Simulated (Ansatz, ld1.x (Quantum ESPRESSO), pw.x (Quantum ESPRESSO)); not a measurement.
pw.x on bcc Ta: one setting changed

Potential: norm-conserving Troullier–Martins (Kleinman–Bylander form), ld1.x (Quantum ESPRESSO) 7.5, PBE; core [Xe] 4f14, reference 5d3 6s2 6p0; waves: 6p (bound, empty): rc 4.02 bohr; 5d (bound): rc 2.45 bohr; 6s (bound): rc 2.10 bohr; local part: the s channel; core correction: a·sin(br)/r model core, default radius (core density twice the valence density).

The reference run (k-mesh 14³, cutoffs 60/240 Ry, Fermi–Dirac 0.01 Ry, mixing_beta 0.4, conv_thr 1e-9, no spin) gives 2.64 GPa at 18.192 Å³/atom, where all-electron LAPW gives 1.22 GPa. This run, with its own iteration cap, changes startingwfc to atomic.

```
&control
  calculation='scf', prefix='x', pseudo_dir='./', outdir='./tmp', tstress=.true., disk_io='none'
/
&system
  ibrav=0, nat=1, ntyp=1, ecutwfc=60, ecutrho=240, nbnd=9,
  occupations='smearing', smearing='fd', degauss=0.01
/
&electrons
  conv_thr=1e-09, mixing_beta=0.4, electron_maxstep=60, startingwfc='atomic'
/
ATOMIC_SPECIES
Ta 1.0 Ta.UPF
CELL_PARAMETERS angstrom
  -1.65681297 1.65681297 1.65681297
  1.65681297 -1.65681297 1.65681297
  1.65681297 1.65681297 -1.65681297
ATOMIC_POSITIONS crystal
Ta 0.0000 0.0000 0.0000
K_POINTS automatic
14 14 14 0 0 0
```

```bash
pw.x < Ta.scf.in > Ta.scf.out
```

**Question.** How does the run end?

**Answer.** It converges in 9 iterations; the free energy moves by +0.0 meV/atom and the pressure by +0.00 GPa. The result is that of the reference run.

```
Message from routine setup:
     using ibrav=0 with symmetry is DISCOURAGED, use correct ibrav instead
     lattice parameter (alat)  =       5.4229  a.u.
     unit-cell volume          =     122.7657 (a.u.)^3
     number of electrons       =         5.00
     number of Kohn-Sham states=            9
     kinetic-energy cutoff     =      60.0000  Ry
     charge density cutoff     =     240.0000  Ry
     scf convergence threshold =      1.0E-09
     Exchange-correlation= PBE
     number of k points=   104  Fermi-Dirac smearing, width (Ry)=  0.0100
     iteration #  1     ecut=    60.00 Ry     beta= 0.40
     total energy              =     -16.76674820 Ry
     estimated scf accuracy    <       0.02571393 Ry
     iteration #  2     ecut=    60.00 Ry     beta= 0.40
     total energy              =     -16.76495292 Ry
     estimated scf accuracy    <       0.00511901 Ry
     iteration #  3     ecut=    60.00 Ry     beta= 0.40
     total energy              =     -16.76586576 Ry
     estimated scf accuracy    <       0.00007959 Ry
     iteration #  4     ecut=    60.00 Ry     beta= 0.40
     total energy              =     -16.76586633 Ry
     estimated scf accuracy    <       0.00003714 Ry
     iteration #  5     ecut=    60.00 Ry     beta= 0.40
     total energy              =     -16.76587273 Ry
     estimated scf accuracy    <       0.00000060 Ry
     iteration #  6     ecut=    60.00 Ry     beta= 0.40
     total energy              =     -16.76587293 Ry
     estimated scf accuracy    <       0.00000003 Ry
     iteration #  7     ecut=    60.00 Ry     beta= 0.40
     total energy              =     -16.76587293 Ry
     estimated scf accuracy    <          5.6E-09 Ry
     iteration #  8     ecut=    60.00 Ry     beta= 0.40
     total energy              =     -16.76587293 Ry
     estimated scf accuracy    <          5.4E-09 Ry
     iteration #  9     ecut=    60.00 Ry     beta= 0.40
     the Fermi energy is    11.8331 ev
!    total energy              =     -16.76587293 Ry
     estimated scf accuracy    <          1.3E-11 Ry
     smearing contrib. (-TS)   =      -0.00551362 Ry
     The total energy is F=E-TS. E is the sum of the following terms:
     one-electron contribution =       8.29172750 Ry
     hartree contribution      =       0.04512271 Ry
     xc contribution           =     -10.56781302 Ry
     ewald contribution        =     -14.52939651 Ry
     convergence has been achieved in   9 iterations
          total   stress  (Ry/bohr**3)                   (kbar)     P=       26.37
     Message from routine punch:
     Nothing written, as per user request (disk_io='none')
```

The run took about 14 s on one core of a shared host (Neoverse-V1, 32 threads, 247 GiB, load 20).
